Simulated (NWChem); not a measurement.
# One shape, several levels: C3H4 (propyne)

Aim: a comparison of 4 runs (HF/STO-3G, B3LYP/6-31G*, M06-2X/def2-SVPD) of C3H4 (propyne). 

The results are computed with NWChem 7.3.0.

## Step 1: The molecule

C3H4: 7 atoms, total charge 0, spin state singlet. SMILES: `C#CC`. The shape is that of a PBE0-D4/def2-TZVP optimisation.

Bond lengths: C1–C2 1.200 Å, C2–C3 1.449 Å, C1–H4 1.064 Å, C3–H5 1.093 Å, C3–H6 1.093 Å, C3–H7 1.093 Å. Angles: C1–C2–C3 180.0°, C2–C1–H4 180.0°, C2–C3–H5 110.9°, C2–C3–H6 110.9°, C2–C3–H7 110.9°, H5–C3–H6 108.0°, H5–C3–H7 108.0°, H6–C3–H7 108.0°.

## Step 2: Energy and gradient at HF/STO-3G (run 1)

The input, c3h4.xyz:

```xyz
7
C3H4
C     -1.347190    -0.669570    -0.791960
C     -0.396330    -0.196990    -0.233110
C      0.752130     0.373790     0.442180
H     -2.190260    -1.088470    -1.287720
H      1.261230     1.096880    -0.199350
H      0.449670     0.887820     1.357540
H      1.470770    -0.403460     0.712420
```

The input, c3h4.nw:

```
start c3h4
title "C3H4"
memory stack 880 mb heap 220 mb global 1100 mb

geometry noautosym nocenter noautoz
load c3h4.xyz
end

basis "ao basis" spherical bse
C library STO-3G
H library STO-3G
end

scf
thresh 1e-08
maxiter 80
print medium
end

task scf gradient
```

Launch:

```bash
nwchem c3h4.nw > c3h4.out
```

What it wrote:

```text
[...]
  functions       =    19
[...]
  wavefunction    = RHF
[...]
         Total SCF energy =   -114.445420893993
      One-electron energy =   -270.932356568429
      Two-electron energy =     97.541587623241
 Nuclear repulsion energy =     58.945348051195
        Time for solution =      0.3s
[...]
                         RHF ENERGY GRADIENTS
    atom               coordinates                        gradient
                 x          y          z           x          y          z
   1 C      -2.545820  -1.265304  -1.496587   -0.068908  -0.034256  -0.040476
   2 C      -0.748955  -0.372257  -0.440514    0.093286   0.046366   0.054812
   3 C       1.421320   0.706361   0.835599   -0.026419  -0.013132  -0.015525
   4 H      -4.138991  -2.056910  -2.433438    0.000322   0.000165   0.000181
   5 H       2.383379   2.072803  -0.376717    0.001184   0.002019  -0.002167
   6 H       0.849753   1.677737   2.565379   -0.001283   0.001381   0.002568
   7 H       2.779352  -0.762429   1.346279    0.001818  -0.002543   0.000607
[...]
```

Wall time 0.91 s (1 thread of Intel Xeon at 2.60GHz (Ice Lake), shared host); peak memory 0.096 GiB.

## Step 3: Energy and gradient at B3LYP/6-31G(d) (spherical functions) (run 2)

The input, work.xyz:

```xyz
7

C     -1.347190    -0.669570    -0.791960
C     -0.396330    -0.196990    -0.233110
C      0.752130     0.373790     0.442180
H     -2.190260    -1.088470    -1.287720
H      1.261230     1.096880    -0.199350
H      0.449670     0.887820     1.357540
H      1.470770    -0.403460     0.712420
```

The input, run.py:

```python
from ase.io import read
from ase.calculators.nwchem import NWChem

mol = read('work.xyz')

calc = NWChem(
    label='work',
    theory='dft',
    memory='2200 mb',
    basis='6-31G*',
    basispar='spherical bse',
    dft={'xc': 'b3lyp', 'mult': '1', 'grid': 'xfine', 'convergence': 'energy 1e-08', 'iterations': '100', 'mulliken': None},
)
mol.calc = calc

forces = mol.get_forces()
e = mol.get_potential_energy()
print(f"E = {e:.6f} eV")
print("forces (eV/A):")
for s, f in zip(mol.symbols, forces):
    print(f"{s:2s} {f[0]:10.5f} {f[1]:10.5f} {f[2]:10.5f}")
print("dipole (e A):", mol.get_dipole_moment().round(4))
```

Launch:

```bash
export ASE_NWCHEM_COMMAND="nwchem PREFIX.nwi > PREFIX.nwo"
python run.py
```

What it wrote:

```text
E = -3174.219789 eV
forces (eV/A):
C    -0.59269   -0.29439   -0.34890
C     0.29876    0.14846    0.17617
C     0.09775    0.04865    0.05713
H    -0.05929   -0.02957   -0.03471
H     0.10706    0.10444   -0.03970
H     0.01841    0.08171    0.13025
H     0.12999   -0.05934    0.05975
dipole (e A): [0.1122 0.0558 0.066 ]
```

The calculator wrote work.nwi:

```
title "work"

permanent_dir work

scratch_dir work

start work

geometry units angstrom nocenter noautosym noautoz
  C  -1.3471900000000001e+00 -6.6957000000000000e-01 -7.9196000000000000e-01
  C  -3.9633000000000002e-01 -1.9699000000000000e-01 -2.3311000000000001e-01
  C  7.5212999999999997e-01 3.7379000000000001e-01 4.4218000000000002e-01
  H  -2.1902599999999999e+00 -1.0884700000000000e+00 -1.2877200000000000e+00
  H  1.2612300000000001e+00 1.0968800000000001e+00 -1.9935000000000000e-01
  H  4.4967000000000001e-01 8.8782000000000005e-01 1.3575400000000000e+00
  H  1.4707699999999999e+00 -4.0345999999999999e-01 7.1242000000000005e-01
end

memory 2200 mb

basis spherical bse noprint
   * library 6-31G*
end

dft
  xc b3lyp
  mult 1
  grid xfine
  convergence energy 1e-08
  iterations 100
  mulliken
end

task dft gradient
```

work.nwo:

```text
Northwest Computational Chemistry Package (NWChem) 7.3.0
             --------------------------------------------------------

           Job information
           ---------------

    nwchem branch   = 7.3.0
    use scalapack   = T
    input           = work.nwi
    prefix          = work.
    data base       = work/work.db
    status          = startup
    nproc           =        1

           Memory information
           ------------------

[... 5 lines left out ...]
    hardfail = no
[... 103 lines left out ...]
  convergence criterion.
[... 41 lines left out ...]
          Spatial weights used:  Erf1
[... 32 lines left out ...]
 1-e energy   =    -269.295968
[... 48 lines left out ...]
           Coulomb energy =      114.278756653294
[... 427 lines left out ...]
          Convergence on density requested:  1.00D-05
[... 27 lines left out ...]
          total energy or number of iterations.
[... 38 lines left out ...]
                 ----------------------------------------
                 |  Time  |  1-e(secs)   |  2-e(secs)   |
                 ----------------------------------------
                 |  CPU   |       0.00   |       0.29   |
                 ----------------------------------------
                 |  WALL  |       0.00   |       0.29   |
                 ----------------------------------------

 Task  times  cpu:       13.3s     wall:       13.3s
 Total times  cpu:       13.3s     wall:       13.3s
```

Wall time 14 s (1 thread of Intel Xeon at 2.60GHz (Ice Lake), shared host); peak memory 0.13 GiB.

Run 3 isn't shown in full; the table further down has it.

## Step 4: Energy and gradient at M06-2X/def2-SVPD (run 4)

The input, mol.nw:

```
START mol
TITLE "C3H4"
memory stack 880 mb heap 220 mb global 1100 mb
GEOMETRY units angstroms noautosym nocenter noautoz
   C    -1.347190   -0.669570   -0.791960
   C    -0.396330   -0.196990   -0.233110
   C     0.752130    0.373790    0.442180
   H    -2.190260   -1.088470   -1.287720
   H     1.261230    1.096880   -0.199350
   H     0.449670    0.887820    1.357540
   H     1.470770   -0.403460    0.712420
END
BASIS spherical bse
   * library def2-SVPD
END
DFT
   xc m06-2x
   grid fine
   convergence energy 1e-08
   maxiter 100
   mulliken
END
TASK dft gradient
```

Launch:

```bash
nwchem mol.nw > mol.out
```

What it wrote:

```text
[...]
          Wavefunction type:  closed shell.
          No. of atoms     :     7
          No. of electrons :    22
[...]
          Charge           :     0
          Spin multiplicity:     1
[...]
          AO basis - number of functions:    92
[...]
              XC Information
              --------------
                       M06-2X Method XC Functional
                     Hartree-Fock (Exact) Exchange  0.540
                        M06-2X Exchange Functional  1.000
                      M06-2X Correlation Potential  1.000
[...]
 d= 0,ls=0.0,diis     1   -116.4831413274 -1.75D+02  3.34D-02  1.92D-01     1.8
[...]
 d= 0,ls=0.0,diis     8   -116.5109551629 -6.50D-09  3.24D-06  4.58D-08    13.0
         Total DFT energy =     -116.510955162934
      One electron energy =     -271.738945952279
           Coulomb energy =      113.885441743449
    Exchange-Corr. energy =      -17.602799005299
 Nuclear repulsion energy =       58.945348051195
[...]
  wavefunction    = closed shell
                         DFT ENERGY GRADIENTS
    atom               coordinates                        gradient
                 x          y          z           x          y          z
   1 C      -2.545820  -1.265304  -1.496587    0.008336   0.004139   0.004914
   2 C      -0.748955  -0.372257  -0.440514   -0.006683  -0.003319  -0.003943
   3 C       1.421320   0.706361   0.835599   -0.004632  -0.002306  -0.002718
   4 H      -4.138991  -2.056910  -2.433438    0.005230   0.002602   0.003070
   5 H       2.383379   2.072803  -0.376717   -0.001383  -0.002169   0.002157
   6 H       0.849753   1.677737   2.565379    0.001179  -0.001514  -0.002759
   7 H       2.779352  -0.762429   1.346279   -0.002048   0.002568  -0.000723
[...]
```

Run time: 19 s. Hardware: 1 thread of Intel Xeon at 2.60GHz (Ice Lake), shared host; peak memory 0.12 GiB.

## Step 5: Overview of the runs

```
run                               level  iteration cap  module  energy (Eh)  dipole moment (D)  HOMO energy (eV)  LUMO energy (eV)  wall time
  1                           HF/STO-3G             80     scf  -114.445421               0.47             -8.84             10.81     0.91 s
  2  B3LYP/6-31G* (spherical functions)            100     dft  -116.650427               0.68             -7.07              1.75       14 s
  3  B3LYP/6-31G* (Cartesian functions)            100     dft  -116.653020               0.68             -7.07              1.75       16 s
  4                    M06-2X/def2-SVPD            100     dft  -116.510955               0.78             -9.01              1.03       19 s
```

## Step 6: What came out

| quantity | value |
| --- | --- |
| run 4: total energy | -116.51096 Eh |
| run 4: dipole moment | 0.78 D |
| run 4: HOMO energy | -9.01 eV |
| run 4: LUMO energy | 1.03 eV |
| run 4: HOMO–LUMO gap | 10.04 eV |
| run 4: largest force on an atom | 0.541 eV/Å |

In words: The dipole moment (its size) runs from 0.47 D (HF/STO-3G) to 0.78 D (M06-2X/def2-SVPD). The two ends differ in method and basis. The HOMO–LUMO gap runs from 8.82 eV (B3LYP/6-31G*) to 19.64 eV (HF/STO-3G). Totals of different functionals can't be ranked against each other. In run 1 the basis is minimal, so the values are rough. All runs together took 50 s, the longest 19 s.
